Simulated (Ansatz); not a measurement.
# N2H2 (triplet): from Hartree-Fock to the top rungs, def2-QZVPP

One table from this session's results is given with a row withheld; the runs are named, their logs left out.

Method: def2-QZVPP, core rule «outside noble gas», up to 2 orbitals frozen; program: Ansatz 0.2.0, Gaussian basis.

To be run: UHF; ROHF; CCSD(T) on UHF.

2 further runs of the same task are left out: 2 set aside as unsound or not needed.

## The system

The geometry is a PBE0/def2-TZVP stationary point (not a proven minimum) of the parent state, kept for this charge and spin.

4 atoms, charge 0, spin multiplicity 3.

Atoms are counted from 1 here; the program's logs count them from 0.

Bond lengths: N1–N2 1.204 Å, N1–H3 1.044 Å, N1–H4 1.044 Å. Angles: N2–N1–H3 124.0°, N2–N1–H4 124.0°, H3–N1–H4 112.0°.

Set-up of the first run:

Input file in.yaml:

```yaml
crystal:
  periodic: [false, false, false]
  atoms:
    - {symbol: N, position_ang: [0.000000, 0.000000, 0.522211]}
    - {symbol: N, position_ang: [0.000000, 0.000000, -0.681356]}
    - {symbol: H, position_ang: [0.000000, 0.865113, 1.105769]}
    - {symbol: H, position_ang: [0.000000, -0.865113, 1.105769]}
basis:
  gaussian: {orbitals: "def2-QZVPP.json"}
magnetization: {spin_polarized: true, initial_magnetization: 2}
hamiltonian: {xc: hf}
output: {orbitals: {seedname: orbitals}}
```

Launch:

```console
> ansatz run in.yaml --threads 1 --pin off --events-out ev --progress --plain --max-ram 2393MiB
```

Steps of the session up to this table: UHF; ROHF; CCSD(T) on UHF.

One table of the session follows, with a row left open; its other results are not shown here.

It belongs to the step «Misses and costs». 

```
  method  from UCCSD(T) (meV)
    ROHF                    ?
     UHF             +11235.4
    UMP2               +911.1
   UCCSD               +415.8
UCCSD(T)                    0
```

Estimate the missing values for ROHF.

**Answer.** from UCCSD(T) (meV): +11542.2. In the column «from UCCSD(T) (meV)» it is the highest.
